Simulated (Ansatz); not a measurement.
This geometry of CH$_{5}$SSi (8 atoms, charge 0, multiplicity 2) is a first-order saddle point.

All numbers below come from Ansatz 0.2.0, UKS PBE-D4/def2-SVP.

```xyz
8
Properties=species:S:1:pos:R:3
C -0.585 0.828 -0.450
Si 1.025 -0.043 0.096
S 0.690 -2.032 0.897
H -0.542 1.133 -1.514
H -0.744 1.736 0.167
H -1.455 0.154 -0.313
H 1.668 0.664 1.266
H 0.036 -2.496 -0.206
```

Question: Which two structures does it join? (They come from a converged band through this point; their orientation in space is the band's.)

Answer: No bond is made or broken. The dihedral H6–C1–Si2–S3 goes from -64 to 57°. The two ends are copies of one structure, up to a mirror image or an exchange of like atoms.

First end point:

```xyz
8
Properties=species:S:1:pos:R:3
C -0.590 0.800 -0.476
Si 1.016 -0.130 -0.066
S 0.675 -1.917 1.116
H -0.352 1.736 -1.023
H -1.131 1.061 0.458
H -1.259 0.189 -1.114
H 1.898 0.702 0.837
H -0.165 -2.498 0.212
```

Last end point:

```xyz
8
Properties=species:S:1:pos:R:3
C -0.574 0.828 -0.438
Si 1.013 -0.017 0.177
S 0.670 -2.059 0.826
H -0.978 0.320 -1.337
H -0.361 1.883 -0.705
H -1.350 0.810 0.355
H 1.522 0.650 1.433
H 0.150 -2.471 -0.366
```

Question: How far does it lie above each of them?

Answer: 0.052 eV above the first and 0.052 eV above the second. This is the barrier of this one path; another mechanism may lie lower.

Time of the run: 63 s on 2 threads of Arm Neoverse V2 (shared host), peak memory 0.17 GiB.
